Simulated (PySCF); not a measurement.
Calculation: PBE-D3(BJ)/def2-TZVP // PBE0-D3(BJ)/def2-TZVP (PySCF 2.14.0). Gas-phase values, no solvent. 

Reference species (SMILES): `[OH]` (neutral, multiplicity 2).

```
Property       Result
-------------  ------
dipole moment  1.72 D
```

Changed species: `C[S]` (radical fragment; the reference has radical fragment).

Q: Give the shifts of the dipole moment.

A: the dipole moment goes up by 0.04 D, to 1.76 D.
